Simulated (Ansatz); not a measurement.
NH3 beside CH3F: one fragment in the basis of the whole pair (the partner's atoms are ghosts).

Input (in.yaml):

```yaml
crystal:
  periodic: [false, false, false]
  atoms:
    - {symbol: N, position_ang: [0.010886, -0.142125, -1.783221]}
    - {symbol: H, position_ang: [-0.801784, -0.182248, -2.385707]}
    - {symbol: H, position_ang: [-0.093751, 0.674397, -1.191312]}
    - {symbol: H, position_ang: [0.813622, 0.019934, -2.378539]}
basis:
  gaussian:
    orbitals: "def2-TZVPPD.json"
    ghost_atoms:
      - {symbol: C, position_ang: [0.022419, -0.138647, 1.571410]}
      - {symbol: F, position_ang: [-0.141436, 1.143500, 1.072193]}
      - {symbol: H, position_ang: [-0.843119, -0.384118, 2.190247]}
      - {symbol: H, position_ang: [0.931575, -0.162953, 2.175769]}
      - {symbol: H, position_ang: [0.101588, -0.827740, 0.729062]}
hamiltonian: {xc: {name: B97M-V}}
```

The basis file named in the input lies beside it (Basis Set Exchange, JSON).

Launched with

```bash
ansatz run in.yaml --threads 4 --pin off --events-out ev --progress --plain --max-ram 9574MiB
```

The run's output (Ansatz 0.2.0):

```
Functional definition: B97M-V
  name "B97M-V"
  cite "Mardirossian & Head-Gordon, J. Chem. Phys. 142, 074111 (2015) doi:10.1063/1.4907719"
  cite "Becke, J. Chem. Phys. 107, 8554 (1997) doi:10.1063/1.475007"
  cite "Vydrov & Van Voorhis, J. Chem. Phys. 133, 244103 (2010) doi:10.1063/1.3521275"
  # Of w^i u^j: cxij and so on, Table III.
  parameter cx00 = 1.000
  parameter cx01 = 1.308
  parameter cx02 = 1.901
  parameter cx10 = 0.416
  parameter cx11 = 3.070
  parameter css00 = 1.000
  parameter css02 = -1.855
  parameter css10 = -5.668
  parameter css32 = -20.497
  parameter css42 = -20.364
  parameter cos00 = 1.000
  parameter cos01 = 1.573
  parameter cos03 = -6.298
  parameter cos10 = 2.535
  parameter cos32 = -6.427
  parameter b = 6.0
  parameter c = 0.01
  gx(w, u) = cx00 + cx01*u + cx02*u^2 + (cx10 + cx11*u)*w
  gss(w, u) = css00 + css02*u^2 + css10*w + (css32*w^3 + css42*w^4)*u^2
  gos(w, u) = cos00 + cos01*u + cos03*u^3 + cos10*w + cos32*w^3*u^2
  exchange = spin_sum(e_x_unif_s*gx(b97_w, b97_u_x))
  correlation = spin_sum(e_c_pw_mod_same_spin*gss(b97_w, b97_u_same))
      + integral(e_c_pw_mod_opposite_spin*gos(b97_w_opposite, b97_u_opposite)) + vv10(b, c)
860 factors; their error is unknown
mean field evaluation 1: about -1533.2058 eV, gradient 5.7e1 eV
mean field evaluation 2: about -1519.5401 eV, gradient 8.9e1 eV
mean field evaluation 4: about -1539.4385 eV, gradient 9.4e-1 eV
mean field evaluation 8: about -1539.4371 eV, gradient 2.8e-1 eV
mean field -1539.43722615 eV, -56.5732745929 hartree, gradient 7.8e-6 eV, S^2 0.000000; 0 other end points of the search recorded, 0 dependent functions left out
reference -1539.43727483 eV, -56.5732763821 hartree; 5, 5 occupied and 211, 211 virtual orbitals, 860 factors
Total energy: -1539.43727483 eV, -56.5732763821 hartree
```

Hardware: 4 CPU threads of an Arm Neoverse N1, shared host. Wall time about 4.6 s.
